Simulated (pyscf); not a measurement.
**Elimination: H₂Ga–AsH₂ → HGa=AsH + H₂**

Gas phase, singlet surface, charge 0. Bonds broken: As1–H2, H3–Ga5. Bonds formed: H2–H3. Structures and frequencies: ωB97X-D3(BJ)/def2-SVP in PySCF.

Transition state (Å):

```xyz
6

As    -0.6308     1.6453     0.4501
H      1.0079     0.8155    -0.4178
H      1.2018    -0.1503    -0.8722
H     -0.7294     1.4948    -1.0614
Ga     0.2508    -0.4714     0.5618
H      0.9722    -1.5034     1.4690
```

One imaginary mode, 1466i cm⁻¹; descent along it reached the two sides named.

```csv
bond,change,reactant side (Å),saddle,product side
As1–H2,breaks,1.518,2.032,3.6
H3–Ga5,breaks,1.568,1.750,2.7
H2–H3,forms,4.2,1.085,0.763
```

Electronic energies relative to the reactant's lowest minimum found (kcal/mol):

```tsv
level	barrier	reaction energy	reverse barrier
ωB97X-D3(BJ)/def2-TZVP	55.4	+28.0	27.4
PBE/def2-TZVP	42.2	+21.7	20.5
r²SCAN/def2-TZVP	45.8	+24.6	21.3
B3LYP-D3(BJ)/def2-TZVP	49.0	+23.2	25.8
PBE0-D3(BJ)/def2-TZVP	47.9	+26.2	21.7
M06-2X/def2-TZVP	49.8	+22.6	27.3
ωB97M-D3(BJ)/def2-TZVP	53.2	+26.7	26.5
HF/def2-TZVP	69.2	+30.4	38.8
```

With ωB97M-D3(BJ)/def2-TZVP energies and thermal terms (ideal gas, 1 atm, RRHO with modes under 100 cm⁻¹ raised to 100, one conformer, R ln 2 for chiral ones without a mode under 150 cm⁻¹), in kcal/mol:

```json
[
 {"T (K)": "298", "ΔH‡": "51.2", "ΔG‡": "51.7", "ΔH": "+24.5", "ΔG": "+16.6"},
 {"T (K)": "600", "ΔH‡": "50.7", "ΔG‡": "52.4", "ΔH": "+25.0", "ΔG": "+8.4"},
 {"T (K)": "900", "ΔH‡": "50.3", "ΔG‡": "53.4", "ΔH": "+24.7", "ΔG": "+0.2"},
 {"T (K)": "1200", "ΔH‡": "49.9", "ΔG‡": "54.5", "ΔH": "+24.0", "ΔG": "-7.9"}
]
```

At the saddle there is also a short Ga–H contact that neither side keeps. HGa=AsH lies 12.3 kcal/mol over its isomer Ga–AsH₂ [singlet] (electronic energy, ωB97M-D3(BJ)/def2-TZVP). One saddle was located; it need not be the lowest between these sides. Elements up to Kr have no core potential and no relativistic terms here.
